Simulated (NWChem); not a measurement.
# C3H4Cl (SMILES [CH2]C(=C)Cl) at 4 levels

Wanted: a comparison of 4 runs (UHF/STO-3G, UHF/3-21G, UB3LYP/6-31G*) of C3H4Cl. 

Program for the calculation: NWChem 7.3.0.

### Step 1. Starting point

C3H4Cl: 8 atoms, total charge 0, spin state doublet. As SMILES, `[CH2]C(=C)Cl`. The coordinates come from a GFN2-xTB relaxation.

Bond lengths: C1–C2 1.372 Å, C2–C3 1.372 Å, C2–Cl4 1.745 Å, C1–H5 1.073 Å, C1–H6 1.074 Å, C3–H7 1.073 Å, C3–H8 1.074 Å. Angles: C1–C2–C3 125.7°, C1–C2–Cl4 117.1°, C3–C2–Cl4 117.2°, C2–C1–H5 121.7°, C2–C1–H6 119.9°, C2–C3–H7 121.7°, C2–C3–H8 119.9°, H5–C1–H6 118.4°, H7–C3–H8 118.4°.

### Step 2. Energy and gradient at UHF/STO-3G (run 1)

input.nw

```
start input
title "C3H4Cl hf"
memory 2200 mb

geometry units angstroms noautosym nocenter noautoz
  C       -0.379780       1.176600      -0.146460
  C       -0.213250      -0.180480      -0.258800
  C        0.653130      -0.944530       0.480930
  Cl      -1.188180      -1.006700      -1.447290
  H       -1.076980       1.712090      -0.761490
  H        0.198460       1.729750       0.570050
  H        0.732140      -2.005150       0.338300
  H        1.274460      -0.481570       1.224760
end

basis spherical bse
  * library STO-3G
end

scf
  doublet
  uhf
  thresh 1e-08
  maxiter 80
end

task scf gradient
```

Command:

```
$ nwchem input.nw > input.out
```

The program printed:

```text
[...]
  functions       =    28
[...]
  wavefunction    = UHF
[...]
         Total SCF energy =   -569.054389570949
      One electron energy =  -1065.042595142138
      Two electron energy =    354.511399151040
 Nuclear repulsion energy =    141.476806420148
                       Sz =      0.5000
                 Sz(Sz+1) =      0.7500
                      S^2 =      1.0543
[...]
                         UHF ENERGY GRADIENTS
    atom               coordinates                        gradient
                 x          y          z           x          y          z
   1 C      -0.717680   2.223452  -0.276769    0.002949  -0.031840  -0.003531
   2 C      -0.402984  -0.341058  -0.489061    0.002468   0.001930   0.002997
   3 C       1.234237  -1.784903   0.908826   -0.020732   0.017098  -0.017957
   4 Cl     -2.245335  -1.902387  -2.734982    0.019402   0.016444   0.023639
   5 H      -2.035197   3.235381  -1.439007    0.004504  -0.004138   0.003752
   6 H       0.375035   3.268754   1.077238   -0.003393  -0.003987  -0.004411
   7 H       1.383544  -3.789184   0.639294   -0.001005   0.006917   0.000383
   8 H       2.408380  -0.910035   2.314461   -0.004192  -0.002423  -0.004872
[...]
```

Wall time 2.3 s (1 thread of Intel Xeon Platinum 8488C (Sapphire Rapids), shared host); peak memory 0.099 GiB.

### Step 3. Energy and forces at UHF/3-21G (run 2)

mymol.nw

```
start mymol
memory total 2200 mb

geometry units angstrom noautosym nocenter noautoz
C     -0.379780     1.176600    -0.146460
C     -0.213250    -0.180480    -0.258800
C      0.653130    -0.944530     0.480930
Cl    -1.188180    -1.006700    -1.447290
H     -1.076980     1.712090    -0.761490
H      0.198460     1.729750     0.570050
H      0.732140    -2.005150     0.338300
H      1.274460    -0.481570     1.224760
end

basis "ao basis" spherical bse
* library 3-21G
end

scf
nopen 1
uhf
thresh 1e-08
maxiter 80
print medium
end

task scf gradient
```

Command:

```
$ nwchem mymol.nw > mymol.out
```

The program printed:

```text
[...]
  functions       =    48
[...]
  wavefunction    = UHF
[...]
         Total SCF energy =   -572.535123363744
      One electron energy =  -1068.084050893066
      Two electron energy =    354.072121109174
 Nuclear repulsion energy =    141.476806420148
                       Sz =      0.5000
                 Sz(Sz+1) =      0.7500
                      S^2 =      0.9715
[...]
                         UHF ENERGY GRADIENTS
    atom               coordinates                        gradient
                 x          y          z           x          y          z
   1 C      -0.717680   2.223452  -0.276769    0.001302  -0.011487  -0.000891
   2 C      -0.402984  -0.341058  -0.489061   -0.018097  -0.015468  -0.022055
   3 C       1.234237  -1.784903   0.908826   -0.007363   0.006636  -0.006243
   4 Cl     -2.245335  -1.902387  -2.734982    0.023949   0.020295   0.029180
   5 H      -2.035197   3.235381  -1.439007   -0.001505   0.001170  -0.001415
   6 H       0.375035   3.268754   1.077238    0.000700   0.000875   0.000844
   7 H       1.383544  -3.789184   0.639294    0.000150  -0.002475  -0.000406
   8 H       2.408380  -0.910035   2.314461    0.000863   0.000454   0.000987
[...]
```

Run time: 2.9 s. Hardware: 1 thread of Intel Xeon Platinum 8488C (Sapphire Rapids), shared host; peak memory 0.098 GiB.

Run 3 isn't shown in full; the table further down has it.

### Step 4. Energy and gradient at UB3LYP/6-31G(d) (Cartesian functions) (run 4)

run.py

```python
from ase import Atoms
from ase.calculators.nwchem import NWChem

mol = Atoms(['C', 'C', 'C', 'Cl', 'H', 'H', 'H', 'H'], positions=[
    [-0.379780, 1.176600, -0.146460],
    [-0.213250, -0.180480, -0.258800],
    [0.653130, -0.944530, 0.480930],
    [-1.188180, -1.006700, -1.447290],
    [-1.076980, 1.712090, -0.761490],
    [0.198460, 1.729750, 0.570050],
    [0.732140, -2.005150, 0.338300],
    [1.274460, -0.481570, 1.224760],
])

calc = NWChem(
    label='c3h4cl',
    theory='dft',
    memory='2200 mb',
    basis='6-31G*',
    dft={'xc': 'b3lyp', 'mult': '2', 'grid': 'xfine', 'convergence': 'energy 1e-08', 'iterations': '100', 'mulliken': None},
)
mol.calc = calc

forces = mol.get_forces()
e = mol.get_potential_energy()
print(f"E = {e:.6f} eV")
print("forces (eV/A):")
for s, f in zip(mol.symbols, forces):
    print(f"{s:2s} {f[0]:10.5f} {f[1]:10.5f} {f[2]:10.5f}")
```

Command:

```
$ export ASE_NWCHEM_COMMAND="nwchem PREFIX.nwi > PREFIX.nwo"
$ python run.py
```

The program printed:

```text
E = -15697.029902 eV
forces (eV/A):
C    -0.08207    0.27727   -0.03234
C     0.07425    0.06921    0.09004
C     0.15715   -0.22703    0.11565
Cl   -0.42367   -0.35898   -0.51571
H    -0.23484    0.20687   -0.19772
H     0.23186    0.19381    0.28416
H     0.04607   -0.35934   -0.02659
H     0.23125    0.19823    0.28256
```

The calculator wrote c3h4cl.nwi:

```
title "c3h4cl"

permanent_dir c3h4cl

scratch_dir c3h4cl

start c3h4cl

geometry units angstrom nocenter noautosym noautoz
  C  -3.7978000000000001e-01 1.1766000000000001e+00 -1.4646000000000001e-01
  C  -2.1325000000000000e-01 -1.8048000000000000e-01 -2.5879999999999997e-01
  C  6.5312999999999999e-01 -9.4452999999999998e-01 4.8093000000000002e-01
  Cl -1.1881800000000000e+00 -1.0066999999999999e+00 -1.4472900000000000e+00
  H  -1.0769800000000000e+00 1.7120899999999999e+00 -7.6149000000000000e-01
  H  1.9846000000000000e-01 1.7297499999999999e+00 5.7004999999999995e-01
  H  7.3214000000000001e-01 -2.0051500000000000e+00 3.3829999999999999e-01
  H  1.2744599999999999e+00 -4.8157000000000000e-01 1.2247600000000001e+00
end

memory 2200 mb

basis noprint
   * library 6-31G*
end

dft
  xc b3lyp
  mult 2
  grid xfine
  convergence energy 1e-08
  iterations 100
  mulliken
end

task dft gradient
```

c3h4cl.nwo:

```text
Northwest Computational Chemistry Package (NWChem) 7.3.0
             --------------------------------------------------------

           Job information
           ---------------

    nwchem branch   = 7.3.0
    use scalapack   = T
    input           = c3h4cl.nwi
    prefix          = c3h4cl.
    data base       = c3h4cl/c3h4cl.db
    status          = startup
    nproc           =        1

           Memory information
           ------------------

[... 5 lines left out ...]
    hardfail = no
[... 121 lines left out ...]
          Convergence on energy requested:  1.00D-08
[... 29 lines left out ...]
          total energy or number of iterations.
[... 89 lines left out ...]
      One electron energy =    -1072.096590880872
[... 1147 lines left out ...]
          Convergence on energy requested:  1.00D-08
[... 29 lines left out ...]
          total energy or number of iterations.
[... 36 lines left out ...]
                 ----------------------------------------
                 |  Time  |  1-e(secs)   |  2-e(secs)   |
                 ----------------------------------------
                 |  CPU   |       0.00   |       1.46   |
                 ----------------------------------------
                 |  WALL  |       0.00   |       1.46   |
                 ----------------------------------------

 Task  times  cpu:       54.7s     wall:       54.7s
 Total times  cpu:       54.7s     wall:       54.7s
```

Wall time 56 s (1 thread of Intel Xeon Platinum 8488C (Sapphire Rapids), shared host); peak memory 0.14 GiB.

### Step 5. The series

| run | level | iteration cap | module | energy (Eh) | dipole moment (D) | HOMO energy (eV) | LUMO energy (eV) | wall time |
| --- | --- | --- | --- | --- | --- | --- | --- | --- |
| 1 | UHF/STO-3G | 80 | scf | -569.054390 | 2.20 | -9.14 | 6.74 | 2.3 s |
| 2 | UHF/3-21G | 80 | scf | -572.535123 | 2.26 | -9.84 | 2.90 | 2.9 s |
| 3 | UB3LYP/6-31G* (spherical functions) | 100 | dft | -576.849374 | 1.70 | -5.79 | -2.37 | 51 s |
| 4 | UB3LYP/6-31G* (Cartesian functions) | 100 | dft | -576.855214 | 1.70 | -5.79 | -2.37 | 56 s |

### Step 6. Results

| quantity | value |
| --- | --- |
| run 4: total energy | -576.85521 Eh |
| run 4: dipole moment | 1.70 D |
| run 4: HOMO energy (highest over α and β) | -5.79 eV |
| run 4: LUMO energy (lowest over α and β) | -2.37 eV |
| run 4: ⟨S²⟩ | 0.782 |
| run 4: largest force on an atom | 0.758 eV/Å |

What this shows: The dipole moment (its size) runs from 1.70 D (UB3LYP/6-31G*) to 2.26 D (UHF/3-21G). The two ends differ in method and basis. In run 1 the basis is minimal, so the values are rough. Spin contamination of the reference: run 1 ⟨S²⟩ = 1.05, run 2 ⟨S²⟩ = 0.97. All runs together took 1.9 min, the longest 56 s.
